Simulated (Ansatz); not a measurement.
## P (model structure, within 0.1 Å of Pm-3m, No. 221, 3 atoms in the cell; like a known high-pressure phase)

Level of theory: PBEsol in Ansatz (PAW).

Numerical settings: plane-wave cutoff 500 eV, 18×18×10 k mesh (along the axes of the cell as run), Fermi–Dirac smearing 0.05 eV, scalar-relativistic PAW data made under PBE.

Cell (relaxed at this level):

```cif
data_P3
_chemical_formula_sum 'P3'
_space_group_name_H-M_alt 'P 1'
_space_group_IT_number 1
_cell_length_a 3.42293
_cell_length_b 3.42293
_cell_length_c 4.19710
_cell_angle_alpha 90.000
_cell_angle_beta 90.000
_cell_angle_gamma 120.000
loop_
_space_group_symop_operation_xyz
  'x, y, z'
loop_
_atom_site_label
_atom_site_type_symbol
_atom_site_fract_x
_atom_site_fract_y
_atom_site_fract_z
_atom_site_occupancy
P1 P 0.33334 0.00000 0.33333 1
P2 P 0.00000 0.33334 0.66667 1
P3 P 0.66666 0.66666 0.00000 1
```

- band gap = zero (no gap)

The computed numbers hold no vibrational or temperature effects.

Computing time: very roughly 2.5 core-minutes.

A model structure was made by putting elements into a prototype or built by hand; it is no filed structure, need not be a known phase, and can be a saddle point held by its symmetry.

Ansatz is an electronic-structure program.
